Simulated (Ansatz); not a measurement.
## Ansatz (development build ahead of 0.2.0) run

```yaml
crystal:
  periodic: [false, false, false]
  atoms:
    - { symbol: "N", position_ang: [0.0, 0.0, -0.42011] }
    - { symbol: O, position_ang: [0.0, 0.9763, 0.1838] }
    - { symbol: O, position_ang: [0.0, -0.9763, 0.1838] }
basis:
  gaussian: { orbitals: def2-TZVP }
total_charge: -1
hamiltonian:
  xc: hf
```

The input is written out in the form of the current development build from the run's settings.

The run gave:

| Quantity | Value |
| --- | --- |
| Converged | yes |
| Total energy | -204.15128 hartree |
| Spin squared of the determinant | 0.000 |

Caution: no unrestricted run beside it, a lower state can exist; no diffuse functions for an anion.
